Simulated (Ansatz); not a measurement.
formic acid (SMILES O=CO) moved off its minimum; all values from Ansatz (an electronic-structure program), cores frozen in correlated methods.
(charge 0, multiplicity 1)
```xyz
5

O      0.8420    -0.8240    -0.0850
C     -0.3986    -0.1709     0.0849
O     -0.5942     1.0700     0.0273
H      1.4428     0.0211    -0.0915
H     -0.9761    -0.9656     0.0238
```

Question: Give the forces (eV/Å), the total energy and the dipole at CCSD(T)/aug-cc-pVTZ.

Answer: 
```
atom      Fx      Fy      Fz
----  ------  ------  ------
O1     0.434   4.394   0.691
C2     4.016   5.314  -1.609
O3     0.688  -4.240   0.687
H4    -0.782  -2.297  -0.124
H5    -4.356  -3.170   0.354
```
Energy -189.4882 hartree, dipole 1.30 D.
